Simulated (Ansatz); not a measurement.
`OC(F)Cl` and `CC(O)F` differ in one atom or group.

Ansatz, PBE0-D4/def2-TZVP geometries, multiplicity 1. Each molecule was computed in one conformer, which needn't be the lowest.

| property | `OC(F)Cl` |
| --- | --- |
| LUMO energy (PBE/def2-TZVPP) / eV | -0.65 |
| size of the dipole moment (ωB97M-V/def2-TZVPP) / D | 0.82 |
| LUMO energy (ωB97M-V/def2-TZVPP) / eV | 2.37 |
| HOMO energy (PBE/def2-TZVPP) / eV | -7.50 |
| HOMO–LUMO gap (PBE0/def2-TZVPP) / eV | 9.54 |
| HOMO–LUMO gap (PBE/def2-TZVPP) / eV | 6.86 |

(1) Give the same properties after the change, and the shifts. (Best estimate.)

## Answers

(1) Ansatz gave: 
| property | `CC(O)F` | shift |
| --- | --- | --- |
| LUMO energy (PBE/def2-TZVPP) / eV | 0.16 | 0.81 |
| size of the dipole moment (ωB97M-V/def2-TZVPP) / D | 1.63 | 0.81 |
| LUMO energy (ωB97M-V/def2-TZVPP) / eV | 2.46 | 0.09 |
| HOMO energy (PBE/def2-TZVPP) / eV | -7.16 | 0.34 |
| HOMO–LUMO gap (PBE0/def2-TZVPP) / eV | 9.93 | 0.39 |
| HOMO–LUMO gap (PBE/def2-TZVPP) / eV | 7.32 | 0.46 |

With PBE0 the HOMO rises by 0.19 eV and the LUMO rises by 0.58 eV, so the gap widens by about 0.39 eV. PBE moves the HOMO by 0.34 eV and ωB97M-V by 0.08 eV. The zero-point energy changes by 97.4 kJ/mol with +9 modes. Dipoles are sizes alone; their direction can turn.
